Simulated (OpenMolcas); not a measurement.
# SiF2 (SMILES F[Si]F) at 6 levels

Aim: a comparison of 6 runs (HF/STO-3G, B3LYP/STO-3G, M06-2X/STO-3G, SVWN5/STO-3G, UPBE/STO-3G, MP2/STO-3G) of SiF2. 

The calculation is run with OpenMolcas 26.06.

4 further runs of the same task are left out: 1 for a known fault of the program, 3 set aside as unsound or not needed.

### 1 The structure to begin with

SiF2 has 3 atoms, charge 0, and is taken as a singlet. SMILES: `F[Si]F`. One bond was lengthened or shortened from a relaxed shape.

Bond lengths: F1–Si2 1.602 Å, Si2–F3 2.002 Å. Angles: F1–Si2–F3 100.6°.

### 2 The energy at HF/STO-3G (run 1)

job.input reads:

```
&GATEWAY
  BasLib=$CurrDir
  Coord
  3
  angstrom
  F       -0.089577       1.535303       0.121699
  Si      -0.850777       0.242103      -0.437801
  F        0.428600      -1.200400       0.100700
  Basis=STO-3G
  Group=NoSym

&SEWARD

&SCF
  Thresholds=1e-10 1e-07 1e-07 1e-05
  PrOrbitals=1 1
```

The basis set STO-3G is read from a file made from the Basis Set Exchange's data (not shown).

On the command line:

```bash
export MOLCAS_MEM=1860
pymolcas job.input > job.log
```

Output:

```text
--- Start Module: gateway ---
[...]
--- Stop Module: gateway /rc=_RC_ALL_IS_WELL_ ---
--- Start Module: seward ---
[...]
      Basis functions           19
--- Stop Module: seward /rc=_RC_ALL_IS_WELL_ ---
--- Start Module: scf ---
[...]
       Convergence after  14 Iterations
[...]
::    Total SCF energy                               -481.6121918063
[...]
      Total spin, S                                     0.0000000000
[...]
      Total electronic charge=   32.000000
      Total            charge=   -0.000000
[...]
      Dipole Moment (debye):
      Origin of the operator (angstrom)=   -0.2632    0.1991   -0.1216
                   X= -1.5051E+00               Y=  1.0740E+00               Z= -7.0276E-01           Total=  1.9781E+00
      Quadrupole Moment (debye*angstrom):
[...]
--- Stop Module: scf /rc=_RC_ALL_IS_WELL_ ---
[...]
```

It took 1.6 s on 1 thread of Arm Neoverse V1, shared host; peak memory 0.37 GiB.

### 3 The energy at B3LYP/STO-3G (run 2)

job.inp reads:

```
* F2Si Kohn-Sham DFT
>>> EXPORT MOLCAS_PRINT=2

&gateway
 baslib = $CurrDir
 coord
 3
 angstrom
 F       -0.089577       1.535303       0.121699
 Si      -0.850777       0.242103      -0.437801
 F        0.428600      -1.200400       0.100700
 basis = STO-3G
 group = NoSym

&seward
 gridinput
 Grid=UltraFine
 End of Grid

&scf
 ksdft = B3LYP
 thresholds = 1e-10 1e-07 1e-07 1e-05
 prorbitals = 1 1
```

The basis set STO-3G is read from a file made from the Basis Set Exchange's data (not shown).

On the command line:

```bash
export MOLCAS_MEM=1860
pymolcas job.inp > job.log
```

Output:

```text
--- Start Module: gateway ---
[...]
--- Stop Module: gateway /rc=_RC_ALL_IS_WELL_ ---
--- Start Module: seward ---
[...]
      Basis functions           19
--- Stop Module: seward /rc=_RC_ALL_IS_WELL_ ---
--- Start Module: scf ---
[...]
       Convergence after  17 Iterations
[...]
::    Total KS-DFT energy                            -482.8621339884
[...]
      Total spin, S                                     0.0000000000
[...]
      Total electronic charge=   32.000000
      Total            charge=   -0.000000
[...]
      Dipole Moment (debye):
      Origin of the operator (angstrom)=   -0.2632    0.1991   -0.1216
                   X= -8.0446E-01               Y=  1.0292E+00               Z= -3.2503E-01           Total=  1.3461E+00
      Quadrupole Moment (debye*angstrom):
[...]
--- Stop Module: scf /rc=_RC_ALL_IS_WELL_ ---
[...]
```

Wall time 4.5 s (1 thread of Arm Neoverse V1, shared host); peak memory 0.37 GiB.

### 4 A single-point energy at M06-2X/STO-3G (run 3)

job.input reads:

```
* F2Si Kohn-Sham DFT
>>> EXPORT MOLCAS_PRINT=2

&GATEWAY
 BasLib = $CurrDir
 Coord
 3
 angstrom
 F       -0.089577       1.535303       0.121699
 Si      -0.850777       0.242103      -0.437801
 F        0.428600      -1.200400       0.100700
 Basis = STO-3G
 Group = NoSym

&SEWARD
 GridInput
 Grid=UltraFine
 End of Grid

&SCF
 KSDFT = M062X
 Thresholds = 1e-10 1e-07 1e-07 1e-05
 PrOrbitals = 1 1
```

The basis set STO-3G is read from a file made from the Basis Set Exchange's data (not shown).

On the command line:

```bash
export MOLCAS_MEM=1860
pymolcas job.input > job.log
```

Output:

```text
--- Start Module: gateway ---
[...]
--- Stop Module: gateway /rc=_RC_ALL_IS_WELL_ ---
--- Start Module: seward ---
[...]
      Basis functions           19
--- Stop Module: seward /rc=_RC_ALL_IS_WELL_ ---
--- Start Module: scf ---
[...]
       Convergence after  16 Iterations
[...]
::    Total KS-DFT energy                            -482.8772878767
[...]
      Total spin, S                                     0.0000000000
[...]
      Total electronic charge=   32.000000
      Total            charge=   -0.000000
[...]
      Dipole Moment (debye):
      Origin of the operator (angstrom)=   -0.2632    0.1991   -0.1216
                   X= -1.0229E+00               Y=  1.0871E+00               Z= -4.3792E-01           Total=  1.5556E+00
      Quadrupole Moment (debye*angstrom):
[...]
--- Stop Module: scf /rc=_RC_ALL_IS_WELL_ ---
[...]
```

It took 4.8 s on 1 thread of Arm Neoverse V1, shared host; peak memory 0.37 GiB.

Runs 4 to 5 aren't shown in full; the table further down has their settings and results.

### 5 A single-point energy at MP2/STO-3G (run 6)

job.inp reads:

```
&gateway
  baslib = $CurrDir
  coord
  3
  angstrom
  F       -0.089577       1.535303       0.121699
  Si      -0.850777       0.242103      -0.437801
  F        0.428600      -1.200400       0.100700
  basis = STO-3G
  group = NoSym

&seward

&scf
  thresholds = 1e-10 1e-07 1e-07 1e-05
  prorbitals = 1 1

&mbpt2
  frozen = 7
```

The basis set STO-3G is read from a file made from the Basis Set Exchange's data (not shown).

On the command line:

```bash
export MOLCAS_MEM=1860
pymolcas job.inp > job.log
```

Output:

```text
--- Start Module: gateway ---
[...]
--- Stop Module: gateway /rc=_RC_ALL_IS_WELL_ ---
[...]
      Basis functions           19
[...]
--- Start Module: scf ---
[...]
       Convergence after  14 Iterations
[...]
::    Total SCF energy                               -481.6121918063
[...]
      Total spin, S                                     0.0000000000
[...]
      Total electronic charge=   32.000000
      Total            charge=   -0.000000
[...]
      Dipole Moment (debye):
      Origin of the operator (angstrom)=   -0.2632    0.1991   -0.1216
                   X= -1.5051E+00               Y=  1.0740E+00               Z= -7.0276E-01           Total=  1.9781E+00
      Quadrupole Moment (debye*angstrom):
[...]
--- Stop Module: scf /rc=_RC_ALL_IS_WELL_ ---
--- Start Module: mbpt2 ---
[...]
WARNING!
Default frozen orbitals as non valence orbitals is overwritten by user input.
Default values:   4
[...]
       Reference weight ( Cref**2 )         =        0.94894
::    Total MBPT2 energy                             -481.6929404026
[...]
      Total MBPT2 calculations                           0.04      0.03
--- Stop Module: mbpt2 /rc=_RC_ALL_IS_WELL_ ---
[...]
```

Wall time 1.7 s (1 thread of Arm Neoverse V1, shared host); peak memory 0.37 GiB.

### 6 All runs side by side

```
run          level  integration grid  scramble  energy (Eh)  dipole moment (D) of the reference  HOMO energy (eV)  LUMO energy (eV)  wall time
  1      HF/STO-3G                 –         –  -481.612192                                1.98             -6.52              5.79      1.6 s
  2   B3LYP/STO-3G         UltraFine         –  -482.862134                                1.35             -2.76              1.95      4.5 s
  3  M06-2X/STO-3G         UltraFine         –  -482.877288                                1.56             -4.57              2.98      4.8 s
  4   SVWN5/STO-3G         UltraFine         –  -480.402668                                1.07             -1.15              1.38      3.9 s
  5    UPBE/STO-3G         UltraFine      0.25  -482.538352                                1.11             -1.12              1.45      6.9 s
  6     MP2/STO-3G                 –         –  -481.692940                                1.98             -6.52              5.79      1.7 s
```

### 7 Summary of results

| quantity | value |
| --- | --- |
| run 6: total energy | -481.69294 Eh |
| run 6: dipole moment (mean-field density) | 1.98 D |
| run 6: HOMO energy (Hartree–Fock orbitals) | -6.52 eV |
| run 6: LUMO energy (Hartree–Fock orbitals) | 5.79 eV |
| run 6: HOMO–LUMO gap (Hartree–Fock orbitals) | 12.31 eV |
| run 6: correlation energy (7 core orbitals frozen) | -80.7 mEh |

**Reading.** Over runs 1, 2, 3, 4, 5 the dipole moment (its size) runs from 1.07 D (SVWN5/STO-3G) to 1.98 D (HF/STO-3G). Over runs 1, 2, 3, 4, 5 the HOMO–LUMO gap runs from 2.53 eV (SVWN5/STO-3G) to 12.31 eV (HF/STO-3G). Exact exchange widens orbital gaps. Totals of different functionals can't be ranked against each other. In runs 1, 2, 3, 4, 5, 6 the basis is minimal, so the values are rough. All runs together took 24 s, the longest 6.9 s.
